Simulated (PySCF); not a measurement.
PySCF input for B(F)3 anion (BF3), SMILES FB(F)F (connectivity only; charge and spin as stated), charge -1, multiplicity 2, PBE/pcH-1. Geometry optimised at ωB97X-D3(BJ)/def2-SVPD. The spin state was assumed, not searched. The isomer is the one that the SMILES or the coordinates give; other isomers of the formula were not compared.

```python
import numpy as np
from pyscf import gto, scf, dft
from pyscf.prop.hfc import uks as hfc
from pyscf.prop.gtensor import uks as gtensor

mol = gto.M(
    atom='''
    B    -0.00000000    0.00000000   -0.38740244
    F     1.15975899    0.66958717    0.07174119
    F     0.00000000   -1.33917433    0.07174119
    F    -1.15975899    0.66958716    0.07174119
    ''',
    basis='pcH-1',
    charge=-1,
    spin=1,
    max_memory=1600,
    verbose=3,
)
mf = dft.UKS(mol, xc='pbe')
mf.grids.level = 3
mf.conv_tol = 1e-10
mf.max_cycle = 100
mf.kernel()
fine, coarse = mf.grids, dft.Grids(mol).set(level=1).build(with_non0tab=True)
for _ in range(3):  # follow internal instabilities
    mf.grids = coarse
    mo, _, stable, _ = mf.stability(return_status=True, nroots=4)
    mf.grids = fine
    if stable:
        break
    mf.kernel(mf.make_rdm1(mo, mf.mo_occ))
A = hfc.HFC(mf).make_fcdip(mf.make_rdm1())  # Fermi contact and dipolar terms, MHz
print('atom   A(iso)/MHz   principal dipolar parts/MHz')
for i, a in enumerate(A):
    w = np.linalg.eigvalsh((a + a.T) / 2)
    print(f'{mol.atom_symbol(i):2s}{i + 1:3d} {w.mean():12.2f}', (w - w.mean()).round(2))
gt = gtensor.GTensor(mf)
gt.dia_soc2e, gt.para_soc2e, gt.so_eff_charge = None, None, True
gt.max_cycle_cphf = 60
g = gt.kernel()
```

It prints:

```

WARN: HOMO -0.129444641123101 >= LUMO -0.129444641123101

converged SCF energy = -324.218699290771  <S^2> = 0.75096864  2S+1 = 2.0009684
<class 'pyscf.dft.uks.UKS'> wavefunction is stable in the internal stability analysis
atom   A(iso)/MHz   principal dipolar parts/MHz
B   1       486.90 [-30.68 -30.68  61.35]
F   2       481.13 [-132.39 -122.87  255.26]
F   3       481.16 [-132.38 -122.87  255.26]
F   4       481.13 [-132.39 -122.87  255.26]
SOC(1e)/OZ [-0.00017295 -0.00017292 -0.00046494]
free electron g 2.00231930436182
g-tensor total [2.00204988 2.00204991 2.00172898]
g-shift (ppt) [-0.26942419 -0.26939288 -0.59032212]
```

Self-consistency was reached.

Cost: about 70 core-seconds (a rough figure).
